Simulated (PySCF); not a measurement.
## Adding and removing an electron: Cl₂

BLYP; Cl def2-TZVPPD; no relativity (PySCF 2.14). Neutral (UKS): singlet (closed shell), Re = 2.041 Å, ωe = 506 cm⁻¹, De = 2.53 eV, HOMO -7.28 eV, LUMO -4.55 eV.

Cl₂⁻ (UKS): doublet (σ ↑), Re = 2.778 Å, ωe = 173 cm⁻¹, De = 1.67 eV to Cl + Cl⁻. The energies at the minima are -920.39585 hartree for Cl2 and -920.49571 for Cl₂⁻.

Q: Work out the adiabatic electron affinity, without and with harmonic zero-point energies (1 hartree = 27.2114 eV, 1 eV = 8065.5 cm⁻¹), and the change of the bond length.

A: At BLYP: 0.09986 hartree = 2.717 eV between the minima; the zero-point term (506.0 − 173.0)/2 cm⁻¹ = +0.021 eV makes it 2.738 eV. Re changes by +73.7 pm against the neutral. The electron enters a σ orbital, and the ion is left as a loose complex of an ion and an atom.

States were picked by a PBE0 search and need not be the measured ground states.
